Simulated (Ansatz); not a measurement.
**C2H4FNO: how energies converge with the basis set**

The task here is to estimate one member of a computed series from the others.

The runs use Ansatz 0.2.0, Gaussian basis; one geometry, several basis sets.

The runs, in order: PBE0-D4/def2-SVP; ωB97M-V/def2-SVP; PBE0-D4/def2-QZVPP; ωB97M-V/def2-QZVPP; the functionals' def2-TZVPP values are taken from earlier runs.

### The relaxed structure

An earlier PBE0-D4 in a triple-zeta def2 set relaxation fixed the geometry.

9 atoms, charge 0, spin multiplicity 1.

Atoms are counted from 1 here; the program's logs count them from 0.

Bond lengths: N1–C2 1.243 Å, N1–H6 1.018 Å, C2–F3 1.337 Å, C2–C4 1.503 Å, C4–O5 1.400 Å, C4–H7 1.097 Å, C4–H8 1.094 Å, O5–H9 0.961 Å. Angles: C2–N1–H6 109.0°, N1–C2–F3 119.4°, N1–C2–C4 130.3°, F3–C2–C4 110.3°, C2–C4–O5 112.6°, C2–C4–H7 108.5°, C2–C4–H8 108.2°, O5–C4–H7 113.0°, O5–C4–H8 107.6°, H7–C4–H8 106.7°, C4–O5–H9 108.9°.

Coordinates:

```xyz
9
C2H4FNO
N    -0.44189    0.92917    1.42348
C     0.42838    0.33942    0.76027
F     1.70835    0.41581    1.14034
C     0.30164   -0.50878   -0.47387
O    -1.00498   -0.53627   -0.97505
H    -1.35493    0.74406    1.01212
H     1.03565   -0.16099   -1.21106
H     0.57829   -1.53447   -0.21334
H    -1.16202    0.26564   -1.48008
```

Set-up of the first run:

The input, in.yaml:

```yaml
crystal:
  periodic: [false, false, false]
  atoms:
    - {symbol: N, position_ang: [-0.441887, 0.929173, 1.423476]}
    - {symbol: C, position_ang: [0.428381, 0.339418, 0.760266]}
    - {symbol: F, position_ang: [1.708350, 0.415814, 1.140337]}
    - {symbol: C, position_ang: [0.301638, -0.508777, -0.473869]}
    - {symbol: O, position_ang: [-1.004977, -0.536270, -0.975054]}
    - {symbol: H, position_ang: [-1.354930, 0.744062, 1.012118]}
    - {symbol: H, position_ang: [1.035654, -0.160995, -1.211057]}
    - {symbol: H, position_ang: [0.578289, -1.534469, -0.213342]}
    - {symbol: H, position_ang: [-1.162017, 0.265643, -1.480075]}
basis:
  gaussian: {orbitals: def2-SVP}
hamiltonian: {xc: pbe0, dispersion: d4}
output: {orbitals: {seedname: orbitals}}
```

Run with:

```
$ ansatz run in.yaml --threads 2 --pin off --events-out ev --progress --plain --max-ram 4352MiB
```

Among the steps run: PBE0-D4 in def2-SVP; ωB97M-V in def2-SVP; PBE0-D4 in def2-QZVPP; ωB97M-V in def2-QZVPP.

One table of the session follows, with a row left open; its other results are not shown here.

It belongs to the step «Functionals by basis». 

| functional | basis | HOMO (eV) | LUMO (eV) |
| --- | --- | --- | --- |
| PBE0-D4 | def2-SVP | -8.23 | 0.38 |
| PBE0-D4 | def2-TZVPP | -8.47 | 0.13 |
| PBE0-D4 | def2-QZVPP | ? | ? |
| ωB97M-V | def2-SVP | -10.64 | 2.73 |
| ωB97M-V | def2-TZVPP | -10.90 | 1.85 |
| ωB97M-V | def2-QZVPP | -10.96 | 1.27 |

Estimate the missing values for PBE0-D4, def2-QZVPP.

As computed: HOMO (eV): -8.52; LUMO (eV): 0.02. In the column «HOMO (eV)» it lies between ωB97M-V, def2-SVP (-10.64) and PBE0-D4, def2-TZVPP (-8.47).
